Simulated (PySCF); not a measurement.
Match the calculated data to a structure.

All candidates are C6H6.

- Couplings: largest of the computed one-bond spin–spin couplings (means over like bonds): 13C–1H +192.2 (×6), 13C–13C +21.0 (×9) Hz [B3LYP/pcJ-2, spin–dipole term left out]
- 1H NMR: chemical shifts (computed TMS as zero) by class: 2.19 (6 H) ppm [GIAO PBE0/pcSseg-2]
- Rotational structure: rotational constants A, B, C: 7.056, 5.454, 5.453 GHz [PBE0-D3(BJ)/def2-TZVP]
- Dipole: 0.00 D [PBE0/pcSseg-2]
- 13C NMR: chemical shifts (computed TMS as zero) by class: 30.9 (6 C) ppm [GIAO PBE0/pcSseg-2]

Gas-phase values; electronic properties from PySCF, density fitting. Levels stand in brackets. Isolated species at its PBE0-D3(BJ)/def2-TZVP geometry, gas phase. Each NMR value is the plain mean over a class of atoms that symmetry, rotation or inversion makes alike.

Problem. Which candidate is it?
A. `C=C1C=CC=C1` (fulvene)
B. `C1=CC2C3C1C23` (benzvalene)
C. `C12C3C1C1C2C31` (prismane)

Solution. C. It is `C12C3C1C1C2C31`. Numbering: `[C@H:1]12[C@@H:2]3[C@H:3]1[C@@H:4]1[C@H:5]2[C@H:6]31`. Its formula, C6H6, gives 4 degrees of unsaturation: 4 rings and 0 π bonds in the structure found. 6 carbons fall into 1 class: sp3 carbon at a ring junction [C1/C2/C3/C4/C5/C6] (30.9 ppm, 6 C). All hydrogens form one class (2.19 ppm): methine hydrogen. The couplings run between: +192.2 Hz, sp3 carbon at a ring junction [C1] and its hydrogen (with 5 like pairs); +21.0 Hz, sp3 carbon at a ring junction [C1] and sp3 carbon at a ring junction [C2] (with 8 like pairs). The vanishing dipole is forced by symmetry. The optimised geometry has point group D3h and is a prolate symmetric top (the spread among constants that symmetry makes equal is optimisation noise).

The others, at the same levels:
- `C1=CC2C3C1C23` fails: it has 3 carbon classes against 1; its computed 13C shifts are 145.9 (2 C), 56.3 (2 C), 40.1 (2 C) ppm and 1H shifts are 6.31 (2 H), 4.05 (2 H), 1.85 (2 H) ppm.
- `C=C1C=CC=C1` fails: it has 4 carbon classes against 1; its computed 13C shifts are 166.3 (1 C), 146.0 (2 C), 135.7 (1 C), 134.9 (2 C) ppm and 1H shifts are 6.87 (2 H), 6.53 (2 H), 6.18 (2 H) ppm.
